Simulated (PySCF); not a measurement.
hydrogen isocyanide (CHN), SMILES [C-]#[NH+]. Coordinates come from a r2SCAN-D4/def2-TZVPD optimisation.

Computed equilibrium geometry at r2SCAN-D4/def2-TZVPD (PySCF confirms it by a frequency run) as bond lengths and angles, and its point group:
point group C∞v.
Atoms: C1 N2 H3. Bonds (Å): C1–N2 1.167, N2–H3 0.999. Angles (°): C1–N2–H3 180.0.
